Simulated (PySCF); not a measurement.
# EPR parameters of C4H6N

C4H6N (doublet state).
Structure used (GFN2-xTB), in Å, numbered top down from 1:
```
atom  x, y, z in Å
N1     2.2463    0.4260    0.2710
C2     1.2885   -0.4508    0.3255
C3    -0.0029   -0.0986    0.0225
C4    -0.9492    0.9267   -0.3886
C5    -1.3952   -0.4995   -0.1145
H6     3.1593    0.0501    0.5142
H7     1.4465   -1.5018    0.6088
H8    -1.2139    1.7031    0.3172
H9    -0.9231    1.2784   -1.4113
H10   -1.9711   -0.7043    0.7797
H11   -1.6799   -1.1265   -0.9504
```

The hyperfine couplings belong to this conformer and change with its torsions.

Identity: `[H]/N=C/[C]1CC1` [radical].

The calculation used PySCF, UKS B3LYP, pcH-1 on C H N, non-relativistic, mean-field spin-orbit, GIAO. One conformer (not necessarily the lowest) at the GFN2-xTB geometry, without solvent, vibrations or thermal averaging. Couplings are sensitive to structure, and on GFN2-xTB geometries they can be far from those on DFT ones. No stability test was run, so a lower SCF solution isn't excluded. ⟨S²⟩ is 0.773 where a pure state has 0.75.

| Item | Value |
| --- | --- |
| g1, g2, g3 | 2.00214, 2.00314, 2.00523 |
| g_iso | 2.00350 |
| Form of g | rhombic: the two nearest values differ by 32 % of g3 − g1 |
| ⟨S²⟩ | 0.7733 (exact 0.7500) |
| α and β electrons | 19, 18 |

Hyperfine couplings atom by atom, in G; T1 to T3 are the principal values of the dipolar part (MHz turned into gauss with g_iso; 10 G = 1 mT):

| atom | isotope | a_iso | T1 | T2 | T3 | Mulliken spin population |
| --- | --- | --- | --- | --- | --- | --- |
| N1 | 14N | 6.3 | -8.6 | -8.2 | 16.8 | 0.52 |
| C2 | 13C | -17.0 | -9.0 | 3.2 | 5.7 | -0.20 |
| C3 | 13C | 23.3 | -20.9 | -19.3 | 40.2 | 0.69 |
| C4 | 13C | -7.1 | -1.0 | 0.0 | 1.0 | -0.05 |
| C5 | 13C | -7.5 | -1.1 | 0.1 | 1.0 | -0.05 |
| H6 | 1H | -12.5 | -10.5 | -1.8 | 12.3 | -0.02 |
| H7 | 1H | 2.6 | -1.9 | -0.2 | 2.1 | 0.00 |
| H8 | 1H | 21.5 | -1.2 | -1.0 | 2.1 | 0.02 |
| H9 | 1H | 21.5 | -1.2 | -1.0 | 2.1 | 0.02 |
| H10 | 1H | 23.4 | -1.1 | -1.0 | 2.2 | 0.03 |
| H11 | 1H | 23.4 | -1.1 | -1.0 | 2.2 | 0.03 |

The Mulliken spin populations are largest on C3 (+0.69), N1 (+0.52) and C2 (-0.20). The positive populations add up to 1.32 and the negative ones to -0.32, together 2S = 1. The angles at C3 add up to 360.0°, so it is planar.

Axes: g2 points within 7° of the C2–H7 bond and g3 points within 13° of the C3–C5 bond.

Under fast tumbling the dipolar parts average out, and these isotropic splittings remain: 2 × 1H (H10/H11, I = 1/2, 3 lines) with 2.34 mT, 2 × 1H (H8/H9, I = 1/2, 3 lines) with 2.15 mT, 1 × 1H (H6, I = 1/2, 2 lines) with 1.25 mT, 1 × 14N (N1, I = 1, 3 lines) with 0.63 mT and 1 × 1H (H7, I = 1/2, 2 lines) with 0.26 mT.

Nuclei that the bonding pattern makes equivalent are averaged, as if the motion that swaps them (rotation, inversion, ring flip) were fast. C4 and C5, with what hangs on them, aren't averaged: C3 is flat or nearly so (angle sum 360°), and its turn about the short C3–C2 bond (1.37 Å) is taken as slow.

The 13C coupling of C3 (65.3 MHz) shows only in satellite lines or after enrichment, since that isotope makes up about 1.07 % of natural carbon.
